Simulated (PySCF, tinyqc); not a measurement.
Worked calculation (part 2 of 2): RHF in the sto-3g basis, for CH2, spin multiplicity 1. The lowest restricted solution is unstable here: a spin-polarised one lies 0.0280 hartree lower (PySCF). Computed by tinyqc, a small Python program that keeps every step (integrals from PySCF). Command: `OMP_NUM_THREADS=1 python tinyqc.py 29674 29675 out.jsonl` (the two numbers bound the seeds that draw the settings). One thread of a shared host (Intel(R) Xeon(R) Processor @ 2.60GHz), about 0.06 s of CPU time with the checks.

Geometry (angstrom):
```
atom         x          y         z
C     0.000000   0.000000  0.000000
H     0.000000   0.988000  0.690000
H     0.000000  -0.981000  0.685000
```

## Convergence

Stop when the energy changes by less than 1e-10 hartree and every element of the error matrix X^T (F D S - S D F) X is below 3e-06.

Course of the cycle:
```
iteration   E (hartree)     change  largest element of the error matrix
1          -38.16170669          -                             3.37e-01
2          -38.34718521  -1.85e-01                             7.29e-02
3          -38.35814718  -1.10e-02                             2.62e-02
4          -38.35943502  -1.29e-03                             3.40e-03
5          -38.35947349  -3.85e-05                             5.63e-04
6          -38.35947433  -8.41e-07                             4.59e-06
7          -38.35947433  -8.37e-11                             1.29e-06
```

PySCF RHF in the same basis = -38.35947433 hartree

Converged in 7 iterations.

## Populations, bond orders and dipole

D after iteration 7, lower triangle:
```
            1C 1s      1C 2s    1C 2px     1C 2py    1C 2pz      2H 1s     3H 1s
1C 1s    2.104724
1C 2s   -0.411989   1.713375
1C 2px   0.000000   0.000000  0.000000
1C 2py  -0.000267   0.002350  0.000000   0.555007
1C 2pz   0.147967  -0.705764  0.000000  -0.000758  1.214564
2H 1s   -0.062354   0.075032  0.000000   0.490866  0.463995   0.702704
3H 1s   -0.062958   0.073730  0.000000  -0.490045  0.462839  -0.165426  0.700101
```

overlap S, lower triangle:
```
           1C 1s     1C 2s    1C 2px     1C 2py    1C 2pz     2H 1s     3H 1s
1C 1s   1.000000
1C 2s   0.248362  1.000000
1C 2px  0.000000  0.000000  1.000000
1C 2py  0.000000  0.000000  0.000000   1.000000
1C 2pz  0.000000  0.000000  0.000000   0.000000  1.000000
2H 1s   0.047647  0.426660  0.000000   0.348782  0.243582  1.000000
3H 1s   0.048605  0.431292  0.000000  -0.351467  0.245418  0.125411  1.000000
```

Mulliken: Z minus the diagonal of D S on the atom; Loewdin: the same with S^(1/2) D S^(1/2); Mayer order: 2 sum_s sum (D(s) S)_ij (D(s) S)_ji over the two atoms.

Charges (e):
```
atom   Mulliken    Loewdin
1C    -0.010856   0.024342
2H     0.004774  -0.012610
3H     0.006082  -0.011732
```

Mayer bond orders:
```
pair     order
2-1   0.988532
3-1   0.988518
3-2   0.011445
```

dipole moment about the origin, x y z (debye): 0.000000  -0.007683  1.487455
